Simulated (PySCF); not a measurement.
2-methylthiazole, C4H5NS.
Cartesian coordinates in Å at the GFN2-xTB level; atoms count from 1:
```xyz
11
C4H5NS angstrom
C      1.9407   -0.0062    0.1345
C      0.4650    0.0105    0.0236
N     -0.3195   -0.9085    0.4498
C     -1.6238   -0.6288    0.2141
C     -1.8573    0.5490   -0.4163
S     -0.3729    1.3590   -0.7378
H      2.2498   -0.9209    0.6324
H      2.2886    0.8528    0.7064
H      2.3962    0.0400   -0.8536
H     -2.3725   -1.3324    0.5299
H     -2.7889    0.9881   -0.7090
```

Mayer bond orders were computed from the PBE0/pcSseg-1 density (PySCF). Geometry: GFN2-xTB; no solvent, vibrations or thermal averaging.

Question: The orders 1.03, 1.10, 1.18, 1.27, 1.57, 1.69 belong to the bonds C1–C2, C2–N3, N3–C4, C4–C5, C5–S6, S6–C2, in another order. Match them.

Answer: C1–C2 1.03; S6–C2 1.10; C5–S6 1.18; N3–C4 1.27; C4–C5 1.57; C2–N3 1.69.

Question: Set the orders of all bonds between heavy atoms beside their lengths and the difference of the Mulliken charges at their ends.

Answer: 
```json
{"bond": "C2–N3", "Mayer order": "1.694", "length (Å)": "1.281", "q(first) − q(second) (e)": "+0.218"}
{"bond": "C4–C5", "Mayer order": "1.575", "length (Å)": "1.356", "q(first) − q(second) (e)": "+0.500"}
{"bond": "N3–C4", "Mayer order": "1.273", "length (Å)": "1.355", "q(first) − q(second) (e)": "-0.538"}
{"bond": "C5–S6", "Mayer order": "1.175", "length (Å)": "1.721", "q(first) − q(second) (e)": "-0.556"}
{"bond": "S6–C2", "Mayer order": "1.101", "length (Å)": "1.761", "q(first) − q(second) (e)": "+0.376"}
{"bond": "C1–C2", "Mayer order": "1.026", "length (Å)": "1.480", "q(first) − q(second) (e)": "+0.009"}
```

Mayer orders depend on the basis set.

These values come from a run that also computed NMR shieldings. Time: 9.8 s of wall time. Hardware: an Arm Neoverse V2 with one thread, shared host.
